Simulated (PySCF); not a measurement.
Species: C5H7F.
SMILES: `C=C/C=C\CF`

Torsions of this conformer, `[CH2:1]=[CH:2]/[CH:3]=[CH:4]\[CH2:5][F:6]`: C1–C2–C3–C4 180°, C3–C4–C5–F6 -179°.

The closed-shell ground state was solved at several levels (PySCF, density fitting, gas phase, non-relativistic). The structure is a single GFN2-xTB conformer in the gas phase; no vibrational or solvent corrections.

| level | basis functions | total energy (Eh) | HOMO (eV) | LUMO (eV) | gap (eV) | dipole (D) |
| --- | --- | --- | --- | --- | --- | --- |
| CAM-B3LYP/def2-SVPD | 179 | -294.1951 | -8.12 | -0.05 | 8.07 | 1.93 |
| B3LYP/pcJ-1 | 232 | -294.5532 | -6.64 | -1.27 | 5.37 | 1.84 |

Q: What might PBE0/pcSseg-1 (137 basis functions) give for the same quantities?

A: Total energy -294.1671 Eh, HOMO -6.86 eV, LUMO -1.09 eV, gap 5.77 eV, dipole 1.84 D.

Q: Over all these levels, which gives the widest orbital gap and which the narrowest?

A: CAM-B3LYP/def2-SVPD (range-separated hybrid) has the widest, 8.07 eV, and B3LYP/pcJ-1 (global hybrid, 20 % exact exchange) the narrowest, 5.37 eV. Functional and basis both differ between the two, so the spread mixes both effects.

Q: How far do the dipole and the HOMO energy spread over the levels?

A: The dipole runs from 1.84 to 1.93 D (mean 1.87 D) and the HOMO from -8.12 to -6.64 eV.
